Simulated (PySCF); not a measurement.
Structure problem from calculated spectra and properties.

Elements present: C, Cl and H. Monoisotopic mass: 97.9690 u.

- UV, strongest line: among the 8 lowest singlet transitions: S8 at 8.40 eV (148 nm, f = 0.109) [TDDFT PBE0/def2-SVPD]
- Rotational structure: rotational constants A, B, C: 29.291, 1.515, 1.467 GHz [GFN2-xTB]
- Dipole: 0.00 D by symmetry (numerical residue 0.01 D) [PBE0/def2-SVPD]
- Polarisability: 55.0 au [PBE0/def2-SVPD]
- UV, first state: lowest singlet excitation: 7.24 eV (171 nm, f = 0.038) [TDDFT PBE0/def2-SVPD]
- Triplet: lowest triplet excitation (Tamm–Dancoff): 6.55 eV [TDA PBE0/def2-SVPD]
- XPS: Cl2p3/2 206.3 (×2), C1s 292.9 (×2), Cl1s 2828.9 (×2) eV [ΔSCF SCAN, pcX-2 on the ionised atom, pcseg-1 elsewhere, spin-free X2C, 2p3/2 from a spin–orbit splitting computed afterwards within the 2p shell]

The electronic properties come from PySCF, for the isolated species, density fitting. Levels stand in brackets. Isolated species at its GFN2-xTB geometry (one conformer only).

Q: Which formula fits the mass and the elements?

A: C2H4Cl2 (calculated 97.9690). No other formula that holds each of these elements comes within 0.0003 u with a fitting electron parity and a possible valence count.

Q: Give a SMILES that accounts for the data.

A: Numbering: `[Cl:1][CH2:2][CH2:3][Cl:4]`. Its formula, C2H4Cl2, gives 0 degrees of unsaturation, so no ring and no π bond. The core levels belong to: Cl2p3/2 206.3 eV, alkyl chlorine [Cl1/Cl4]; C1s 292.9 eV, sp3 C–Cl carbon [C2/C3]; Cl1s 2828.9 eV, alkyl chlorine [Cl1/Cl4]. The vanishing dipole is forced by symmetry. The optimised geometry has point group C2h and is an asymmetric top. Structure: `ClCCCl` (1,2-dichloroethane). Computed isomers that give other values at the same levels: `CC(Cl)Cl` (core binding energies: Cl2p3/2 206.3 (×2), C1s 291.6, C1s 294.0, Cl1s 2828.9 (×2) eV). The assignments are read from this structure; whether some other isomer fits the data as well wasn't checked.

Shape of the structure used: `[Cl:1][CH2:2][CH2:3][Cl:4]`: Cl1–C2–C3–Cl4 180°.
